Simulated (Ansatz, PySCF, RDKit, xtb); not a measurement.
**Solving BSiH4O, step by step**

Only the formula BSiH4O is given (odd number of electrons). Aim: find the structure of lowest free energy at 298.15 K, then its properties.

The funnel: GFN2-xTB relaxations, single points with a density functional, relaxations at PBE0-D3(BJ)/def2-SVP, harmonic vibrations, and a last energy at a higher level. All values are calculated.

6 further runs of the same task are left out: 1 that didn't finish, 5 set aside as unsound or not needed.

### Step 1. Drawing up candidates

A program enumerates the bonding patterns with one Lewis structure each (two rings at most, one unusual centre or charged pair), with their diastereomers. O–O, O–halogen and N–halogen bonds and N–N–N chains are not drawn. That gives 15 candidates.

c121 [BH3-][SiH+][O]; c148 O[B][SiH3]; c187 [BH][SiH2]O; c258 [O][BH2-][SiH2+]; c272 [BH2-]1[OH+][SiH]1; c345 B[SiH]O; c354 [OH2+][BH-]=[SiH]; c473 BO[SiH2]; c603 B[SiH2][O]; c657 OB[SiH2]; c833 [BH]O[SiH3]; c847 [O]B[SiH3]; c851 [BH3-][O+]=[SiH]; c858 [BH][SiH-][OH2+]; c925 [BH][OH+][SiH2-].

Candidates are built by distance geometry, with a force field where one applies, in up to four conformers (letters a to d). 6 starts with atoms placed at random are added, to find patterns that the rules miss.

**Question.** With final energies at CCSD(T)/def2-SVP + MP2/def2-TZVPP - MP2/def2-SVP, which structure will this search put lowest in free energy, and by what margin?

| quantity | value |
| --- | --- |
| lowest structure found | BO[SiH2], doublet, C1 |
| next finalist | [BH]O[SiH3], doublet, 11.4 kcal/mol higher in G |
| share at equilibrium, among the finalists | 100.0 % |
| harmonic wavenumbers, lowest and highest (PBE0-D3(BJ)/def2-SVP) | 59 and 2647 cm⁻¹ |
| rotational constants, same geometry | 1.688, 0.2001, 0.1822 cm⁻¹ |
| dipole moment (PBE0/def2-TZVPD) | 1.00 D |
| HOMO energy (highest over α and β) (PBE0/def2-TZVPD) | -6.46 eV |
| LUMO energy (lowest over α and β) (PBE0/def2-TZVPD) | -2.60 eV |
| lowest excitation (TD-B3LYP/def2-SVPD) | 4.11 eV (f = 0.002) |
| strongest of the states computed, same level | 4.22 eV (f = 0.031) |
| vertical ionisation energy (to the singlet cation) | 8.79 eV |
| vertical electron affinity | 0.87 eV |
| vertical quartet less doublet | +5.21 eV |

The search ends on `BO[SiH2]`. Among the finalists first place is clear (11.4 kcal/mol); structures outside the list aren't covered. GFN2-xTB, HF/STO-3G, r2SCAN-D4/def2-SVP, PBE0-D3(BJ)/def2-SVP, HF/def2-SVP and MP2/def2-SVP already put its bonding pattern lowest among the structures in one piece. The stability test raises a flag; for an open shell a flag towards a general spinor solution can be the free rotation of the spin. Lowest found is not proven lowest: the search is finite, and each finalist counts with one conformer. Patterns outside the rules of the enumeration were met only by chance.
